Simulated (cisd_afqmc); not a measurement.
Species: PH3, charge 1, doublet. PH3+ (parent SMILES P, doublet).
B3LYP-D3(BJ)/def2-TZVP minimum from Ansatz:
```xyz
4

P      0.0003     0.0005     0.0631
H     -0.0303     1.3480    -0.3258
H      1.1823    -0.6530    -0.3165
H     -1.1569    -0.7025    -0.3040
```
Charge +1, spin multiplicity 2.

Phaseless AFQMC (cisd_afqmc on Ansatz's integrals) in cc-pV(T+d)Z, frozen core: how the trial state and the time step act. The spread is the standard deviation of the local energy over walkers; bars are one sigma, widened where a walk drifts.

```tsv
trial	step (1/Eh)	walkers x blocks averaged	spread (Eh)	energy (Eh)
CISD	0.005	25800	0.011	-342.3378 ± 0.0002
CISD	0.0025	26300	0.011	-342.3379 ± 0.0003
HF	0.005	280100	0.090	-342.3377 ± 0.0004
```

CCSDT(Q) in the same basis (Ansatz) gives -342.3378 Eh.
